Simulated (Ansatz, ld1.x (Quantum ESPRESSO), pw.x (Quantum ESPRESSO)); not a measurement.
## From atom to crystal: TM potential for Au (Z = 79)

| Item | Value |
| --- | --- |
| Element | gold |
| Generator | ld1.x (Quantum ESPRESSO) 7.5 |
| Type | norm-conserving Troullier–Martins (Kleinman–Bylander form) |
| Functional | PBEsol |
| Relativity | scalar-relativistic |
| Frozen core | [Xe] 4f14 |
| Valence charge | 11 |
| Reference configuration | 5d10 6s1 6p0 |
| Partial waves | 6s (bound): rc 1.70 bohr; 6p (bound, empty): rc 3.55 bohr; 5d (bound): rc 1.95 bohr |
| Local potential | all-electron potential smoothed inside 1.30 bohr (lloc = -1) |
| Core correction | none |

Atomic tests: cutoffs needed: 45 Ry and 80 Ry (the cutoffs (Ry, on a coarse ladder) from which the occupation-weighted sum of valence levels, in a spherical-Bessel basis at the reference potential, stays within 10 and 1 mRy of its value at 400 Ry); ghost test: ghost states, extra bound levels that the all-electron valence spectrum of the same l lacks: s at -152.7 eV, p at -91.0 eV; a true bound ghost makes a file unfit for plane-wave use (spherical-Bessel basis up to 400 Ry, 20 bohr box); largest excitation error: -235 meV (all-electron minus pseudo) for 5d7 6s0 6p0, out of 7 test configurations.

Crystal test: diamond Au in pw.x 7.5, no spin, 8³ k-points, Fermi–Dirac smearing 0.01 Ry, cutoffs 100/400 Ry. The reference is all-electron LAPW (Ansatz 0.2.0) with the same functional, mesh and smearing; V0 and B0 come from Birch–Murnaghan fits to the pressures at five volumes. Errors are pseudo minus all-electron; Δ is the rms difference of the E(V) curves that follow from these fits, minima aligned, over ±6 % about the mean V0. Mesh and smearing are coarse, so the numbers serve the comparison and aren't converged zero-temperature values; the lattice is a test structure that the element need not adopt.

```csv
V (Å³/atom),P all-electron (GPa),P pseudo (GPa)
25.927,4.12,35.57
26.610,1.88,33.09
27.292,0.00,30.78
27.974,-1.58,28.65
28.657,-2.91,26.66
```

All-electron: a0 = 6.022 Å (V0 = 27.29 Å³/atom), B0 = 69.0 GPa.

Pseudopotential: mean pressure error (GPa): +30.65. The pressure does not cross zero within the volumes sampled, so no fit is given. The largest radius (3.55 bohr) exceeds half the bond length (2.46 bohr), so the spheres overlap, which is one possible source of error among others. This is a poor potential for the solid. Note: ghost states, extra bound levels that the all-electron valence spectrum of the same l lacks: s at -152.7 eV, p at -91.0 eV. A true bound ghost makes a file unfit for plane-wave use.

Q: At the middle volume, how do free energy and pressure move when the wave cutoff is lowered (ecutrho kept at four times it)?

A:

```tsv
cutoff (Ry)	shift of F (meV/atom)	shift of P (GPa)
45	+10465.1	-203.03
60	+2052.4	-52.15
80	+172.9	-7.28
```

Input at the middle volume:

```
&control
  calculation='scf', prefix='x', pseudo_dir='./', outdir='./tmp', tstress=.true., disk_io='none'
/
&system
  ibrav=0, nat=2, ntyp=1, ecutwfc=100, ecutrho=400, nbnd=20,
  occupations='smearing', smearing='fd', degauss=0.01
/
&electrons
  conv_thr=1e-09, mixing_beta=0.4, electron_maxstep=70
/
ATOMIC_SPECIES
Au 1.0 Au.UPF
CELL_PARAMETERS angstrom
  0.00000000 3.01077606 3.01077606
  3.01077606 0.00000000 3.01077606
  3.01077606 3.01077606 0.00000000
ATOMIC_POSITIONS crystal
Au 0.0000 0.0000 0.0000
Au 0.2500 0.2500 0.2500
K_POINTS automatic
8 8 8 0 0 0
```

```bash
pw.x < Au.scf.in > Au.scf.out
```

Lines of the output:

```
Message from routine setup:
     using ibrav=0 with symmetry is DISCOURAGED, use correct ibrav instead
     lattice parameter (alat)  =       8.0462  a.u.
     unit-cell volume          =     368.3511 (a.u.)^3
     number of electrons       =        22.00
     number of Kohn-Sham states=           20
     kinetic-energy cutoff     =     100.0000  Ry
     charge density cutoff     =     400.0000  Ry
     scf convergence threshold =      1.0E-09
     Exchange-correlation= PBESOL
     number of k points=    29  Fermi-Dirac smearing, width (Ry)=  0.0100
     iteration #  1     ecut=   100.00 Ry     beta= 0.40
     total energy              =    -216.36418046 Ry
     estimated scf accuracy    <      79.38418980 Ry
     iteration #  2     ecut=   100.00 Ry     beta= 0.40
     total energy              =    -205.24579026 Ry
     estimated scf accuracy    <      19.41676478 Ry
     iteration #  3     ecut=   100.00 Ry     beta= 0.40
     total energy              =    -207.03332445 Ry
     estimated scf accuracy    <       3.44572574 Ry
     iteration #  4     ecut=   100.00 Ry     beta= 0.40
     total energy              =    -208.91603003 Ry
     estimated scf accuracy    <       4.98163595 Ry
     iteration #  5     ecut=   100.00 Ry     beta= 0.40
     total energy              =    -209.04320147 Ry
     estimated scf accuracy    <       0.48642169 Ry
     iteration #  6     ecut=   100.00 Ry     beta= 0.40
     total energy              =    -209.15581528 Ry
     estimated scf accuracy    <       0.03395553 Ry
     iteration #  7     ecut=   100.00 Ry     beta= 0.40
     total energy              =    -209.16026437 Ry
     estimated scf accuracy    <       0.00153052 Ry
     iteration #  8     ecut=   100.00 Ry     beta= 0.40
     total energy              =    -209.16121257 Ry
     estimated scf accuracy    <       0.00550187 Ry
     [... 4 iterations left out ...]
     iteration # 13     ecut=   100.00 Ry     beta= 0.40
     total energy              =    -209.15911548 Ry
     estimated scf accuracy    <       0.00000231 Ry
     iteration # 14     ecut=   100.00 Ry     beta= 0.40
     total energy              =    -209.15911548 Ry
     estimated scf accuracy    <       0.00000046 Ry
     iteration # 15     ecut=   100.00 Ry     beta= 0.40
     total energy              =    -209.15911553 Ry
     estimated scf accuracy    <       0.00000007 Ry
     iteration # 16     ecut=   100.00 Ry     beta= 0.40
     total energy              =    -209.15911552 Ry
     estimated scf accuracy    <       0.00000006 Ry
     iteration # 17     ecut=   100.00 Ry     beta= 0.40
     total energy              =    -209.15911552 Ry
     estimated scf accuracy    <       0.00000001 Ry
     iteration # 18     ecut=   100.00 Ry     beta= 0.40
     total energy              =    -209.15911552 Ry
     estimated scf accuracy    <          3.5E-09 Ry
     iteration # 19     ecut=   100.00 Ry     beta= 0.40
     total energy              =    -209.15911552 Ry
     estimated scf accuracy    <          1.9E-09 Ry
     iteration # 20     ecut=   100.00 Ry     beta= 0.40
     the Fermi energy is     8.5631 ev
!    total energy              =    -209.15911552 Ry
     estimated scf accuracy    <          4.3E-10 Ry
     smearing contrib. (-TS)   =      -0.00993512 Ry
     The total energy is F=E-TS. E is the sum of the following terms:
     one-electron contribution =    -154.78196314 Ry
     hartree contribution      =      92.19655190 Ry
     xc contribution           =     -32.00225556 Ry
     ewald contribution        =    -114.56151359 Ry
     convergence has been achieved in  20 iterations
          total   stress  (Ry/bohr**3)                   (kbar)     P=      307.83
     Message from routine punch:
     Nothing written, as per user request (disk_io='none')
```

The run at the middle volume (29 k-points, 20 iterations) took about 2.3 min on one core of a shared host (Neoverse-V1, 32 threads, 247 GiB, load 10).
